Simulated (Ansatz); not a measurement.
**C2H2O2, singlet in STO-3G: errors against RCCSDTQ**

Geometry: MP2(full)/6-31G*, from the G2/97 set.

```yaml
atoms:
  - { symbol: C, position_ang: [0.0000, 0.7564, 0.0000] }
  - { symbol: C, position_ang: [0.0000, -0.7564, 0.0000] }
  - { symbol: O, position_ang: [1.0461, 1.3899, 0.0000] }
  - { symbol: H, position_ang: [-0.9999, 1.2282, 0.0000] }
  - { symbol: O, position_ang: [-1.0461, -1.3899, 0.0000] }
  - { symbol: H, position_ang: [0.9999, -1.2282, 0.0000] }
```

Basis STO-3G; Ansatz 0.2.0. Only valence electrons are correlated (noble-gas cores frozen), which leaves 22 electrons in 18 orbitals. Prefix R: restricted or restricted open-shell reference; prefix U: unrestricted. Active spaces: frontier = (8e, 8o) about the gap.

Full CI isn't at hand for all of this; RCCSDTQ serves as the reference, and is uncertain by about the last step of the cluster series. The frozen core follows each run's orbitals, which can shift R against U totals by a few meV.

Unrestricted rows (U) aren't spin-pure: their determinants' ⟨S²⟩ exceeds S(S+1) by up to 0.42, so they mix in states of higher spin. HF rows are the lowest solutions found. Coupled cluster chose its determinant by trial CCSD, here up to 0.49 eV above the lowest Hartree–Fock solution of its kind, and MP2 stands on that determinant too.

```
UHF ⟨S²⟩                            : 0.759
⟨S²⟩ of the determinant under UCCSD : 0.421
T1 diagnostic (RCCSD)               : 0.0103
largest doubles amplitude (RCCSD)   : 0.169
```

```json
{"level": "RHF", "E − E(RCCSDTQ) (mEh)": "278.87", "share of correlation (%)": "0.00", "wall time": "–"}
{"level": "RMP2", "E − E(RCCSDTQ) (mEh)": "48.35", "share of correlation (%)": "82.66", "wall time": "–"}
{"level": "UMP2", "E − E(RCCSDTQ) (mEh)": "87.87", "share of correlation (%)": "68.49", "wall time": "–"}
{"level": "CISD", "E − E(RCCSDTQ) (mEh)": "34.64", "share of correlation (%)": "87.58", "wall time": "0.54 s"}
{"level": "RCCSD", "E − E(RCCSDTQ) (mEh)": "6.86", "share of correlation (%)": "97.54", "wall time": "–"}
{"level": "UCCSD", "E − E(RCCSDTQ) (mEh)": "5.99", "share of correlation (%)": "97.85", "wall time": "–"}
{"level": "RCCSD(T)", "E − E(RCCSDTQ) (mEh)": "1.65", "share of correlation (%)": "99.41", "wall time": "0.3 s"}
{"level": "UCCSD(T)", "E − E(RCCSDTQ) (mEh)": "1.62", "share of correlation (%)": "99.42", "wall time": "1.1 s"}
{"level": "BCCD(T)", "E − E(RCCSDTQ) (mEh)": "1.59", "share of correlation (%)": "99.43", "wall time": "0.36 s"}
{"level": "RCCSDT", "E − E(RCCSDTQ) (mEh)": "0.76", "share of correlation (%)": "99.73", "wall time": "–"}
{"level": "UCCSDT", "E − E(RCCSDTQ) (mEh)": "0.66", "share of correlation (%)": "99.76", "wall time": "–"}
{"level": "CISDTQ", "E − E(RCCSDTQ) (mEh)": "2.47", "share of correlation (%)": "99.11", "wall time": "11 s"}
{"level": "RCCSDT(Q)", "E − E(RCCSDTQ) (mEh)": "0.12", "share of correlation (%)": "99.96", "wall time": "2.2 s"}
{"level": "UCCSDT(Q)", "E − E(RCCSDTQ) (mEh)": "0.05", "share of correlation (%)": "99.98", "wall time": "12 s"}
{"level": "UCCSDTQ", "E − E(RCCSDTQ) (mEh)": "0.00", "share of correlation (%)": "100.00", "wall time": "4.2 min"}
{"level": "CASSCF (frontier space)", "E − E(RCCSDTQ) (mEh)": "104.86", "share of correlation (%)": "62.40", "wall time": "–"}
{"level": "NEVPT2 (frontier space)", "E − E(RCCSDTQ) (mEh)": "31.63", "share of correlation (%)": "88.66", "wall time": "4 s"}
{"level": "MRCISD (frontier space)", "E − E(RCCSDTQ) (mEh)": "6.35", "share of correlation (%)": "97.72", "wall time": "–"}
{"level": "MRCISD+Q (frontier space)", "E − E(RCCSDTQ) (mEh)": "0.70", "share of correlation (%)": "99.75", "wall time": "5.5 s"}
{"level": "MRCISD+Q(relaxed) (frontier space)", "E − E(RCCSDTQ) (mEh)": "-0.03", "share of correlation (%)": "100.01", "wall time": "6 s"}
```

The correlation energy at RCCSDTQ, counted from RHF, is -7.588 eV. That run took 45 s on 1 thread of AMD EPYC 7R13, shared host.

Run but not shown, since their state or frozen core can't be matched to the reference's or they repeat it: UHF.

Times hold each run's SCF and search for its determinant on a shared host, so for small cases they say little of a method's own cost; they ran on 1 thread of AMD EPYC 7R13.

Atomization energy (electronic, same basis, no zero-point term; atoms at the same level, unrestricted beside the R rows where the molecule is a closed shell, with restricted open-shell steps beyond CCSDT(Q)) at RCCSDTQ: 2314.7 kJ/mol. Errors of other levels:

```
    level  error (kJ/mol)
      RHF          -626.0
     RMP2           -72.4
     UMP2          -176.2
     CISD           -91.0
    RCCSD           -18.0
    UCCSD           -15.7
 RCCSD(T)            -4.3
 UCCSD(T)            -4.3
  BCCD(T)            -4.2
   RCCSDT            -2.0
   UCCSDT            -1.7
   CISDTQ            -6.5
RCCSDT(Q)            -0.3
UCCSDT(Q)            -0.2
  UCCSDTQ             0.0
```

This basis is far from its limit, so the value isn't to be set against a measured one. Truncated CI isn't size-consistent, which counts against it in atomization.
